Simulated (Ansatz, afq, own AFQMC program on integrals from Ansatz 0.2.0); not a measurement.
Two steps: Ansatz 0.2.0 writes the Fock matrix and Cholesky factors of the valence space, and afq projects on them the lowest state that overlaps trial and start.

```yaml
crystal:
  periodic: [false, false, false]
  atoms:
    - {symbol: B, position_ang: [0.055256, 0.000000, -1.870827]}
    - {symbol: C, position_ang: [-0.435708, 0.000000, -0.591822]}
    - {symbol: Si, position_ang: [0.165060, 0.000000, 0.973232]}
basis:
  gaussian: {orbitals: cc-pVDZ}
magnetization: {spin_polarized: false, initial_magnetization: 1}
correlation: {method: ccsd_t, electrons: outside_noble_gas, hamiltonian_folder: ham}
```

```sh
$ ansatz run in.yaml --threads 1 --pin off --events-out ev --progress --plain --max-ram 1382MiB
```

afq runs on the folder ham with

```
--method phaseless --trial cisd --walkers 60 --populations 1 --least-time 40 --time-step 0.005 --steps-per-block 50 --equilibration-blocks 28 --max-blocks 300 --target-error 0.0004 --factor-cut 1e-05 --start spin_pure --seed 3569 --release-times 0.24,0.51,0.99,1.62,2.4 --release-step 0.03 --release-every 4 --taylor-order 6
```

Times are imaginary, in 1/Eh. The walk had a cap of 1475 s.

```
orbitals 39  electrons 6 5  factors 302 of 451
reference energy -351.31592113 Eh
CCSD correlation -0.27534420 Eh in 17 cycles, weight of the determinant in the CISD state 0.8288
energy of the start -351.591265 Eh
 block  time / (1/Eh)  mean weight  energy / Eh
     1     0.250  1.0016  -351.586756
     2     0.500  0.9985  -351.594588
     3     0.750  0.9991  -351.593620
     4     1.000  1.0015  -351.601292
     5     1.250  1.0005  -351.609479
     7     1.750  1.0001  -351.607432
     9     2.250  0.9994  -351.603564
    17     4.250  0.9985  -351.601708
    33     8.250  0.9983  -351.617936
    49    12.250  0.9968  -351.612788
    65    16.250  0.9976  -351.609719
    81    20.250  0.9996  -351.612335
    97    24.250  1.0022  -351.597161
   105    26.250  0.9993  -351.643783
   113    28.250  1.0015  -351.618991
   129    32.250  1.0007  -351.626251
   145    36.250  0.9995  -351.606525
   161    40.250  0.9999  -351.619421
   177    44.250  1.0018  -351.601744
   193    48.250  1.0004  -351.614695
   209    52.250  1.0009  -351.614740
   225    56.250  1.0009  -351.605822
   241    60.250  1.0014  -351.605685
   257    64.250  0.9988  -351.597902
   273    68.250  1.0012  -351.616455
   289    72.250  1.0009  -351.625085
   305    76.250  1.0013  -351.610632
   321    80.250  1.0017  -351.594640
blocks merged  error / Eh  count
     1  0.000567  300
     2  0.000721  150
     4  0.000920  75
     8  0.001009  37
    16  0.001106  18
    32  0.001047  9
released: time / (1/Eh)  energy / Eh  error  mean overlap
  0.24  -351.610377  0.001095  1.0147
  0.51  -351.611839  0.001090  1.0166
  0.99  -351.612651  0.001112  1.0122
  1.62  -351.613264  0.001092  1.0027
  2.40  -351.612028  0.001371  1.0059
energy -351.611468 +/- 0.001106 Eh
(rows thinned)
```

Q: Estimate how long the walk took on 1 thread of Intel(R) Xeon(R) 6975P-C (Granite Rapids) (shared host).

A: 7.1 min of wall time.

The run passed its tests (sampling time, drift between the halves within three errors, error under three times the target), which doesn't prove that it has relaxed.

Against this walk (error 30.1 meV) on the same determinant: CCSD(T) 44.7 meV higher (within the noise), CCSDT(Q) 37.4 meV lower (within the noise). The error is statistical and leaves out the bias of the constraint. None of these is a sure reference here. Released to 2.40 1/Eh the energy moves by -15 ± 48 meV (both errors), within twice the noise.

Cautions: constraint bias not in the error; error above the target (30.1 against 10.9 meV); a spin-contaminated unrestricted determinant lies lower (UHF 126 meV lower, ⟨S²⟩ 0.90); (T) is large, 7 % of the CCSD correlation.

CCSDT and higher add their correlation energy to the determinant of the CCSD(T) run, since their own runs factorise the integrals more tightly (a shift of under 2 meV). A walk keeps the symmetry of its determinant, which the program's search chose and which needn't be the lowest solution, so a lower state of the same spin and another symmetry isn't excluded.
